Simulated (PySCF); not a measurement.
Question: Give a GFN2-xTB geometry of InChI=1S/C4H7O/c1-5-4-2-3-4/h2,4H,3H2,1H3/t4-/m0/s1. (Doublet state.)

Answer: 
```
atom  x, y, z in Å
C1     1.8338    0.2994    0.4228
O2     0.5749    0.7872    0.0289
C3    -0.2952   -0.2122   -0.4199
C4    -1.2410   -0.8178    0.5217
C5    -1.7775    0.1099   -0.4769
H6     2.3325   -0.2203   -0.4048
H7     2.4228    1.1657    0.7174
H8     1.7461   -0.3902    1.2701
H9     0.1179   -0.8098   -1.2335
H10   -1.2776   -0.7230    1.5878
H11   -2.3072   -0.2742   -1.3380
H12   -2.1284    1.0845   -0.1576
```

Orientation and origin are arbitrary. Atoms count from 1 in this order. The 3-membered ring C3–C4–C5 has internal angles of 58.8° to 62.4°. O2 (oxygen bonded to 2 C) is bent (angle 113.5°). The C–C distances run from 1.465 Å (C4–C5, drawn single) to 1.518 Å (C3–C5, drawn single), a spread of 0.053 Å. C4 (carbon bonded to 2 C and H) is pyramidal (angles 128.7°, 127.6° and 62.4°, sum 318.7°, 0.43 Å off the plane of its three neighbours).

Bonds between heavy atoms (Å): C1–O2 1.406, O2–C3 1.399, C3–C4 1.466, C4–C5 1.465, C3–C5 1.518.

The geometry is computed with GFN2-xTB (gas phase). This method treats the open shell by occupation alone, without spin polarisation.

Point group: C1 (no symmetry element, even within 0.4 Å). Stationary, but not proved a minimum. Torsions: C1–O2–C3–C4 94°.

One conformer stands for the species.
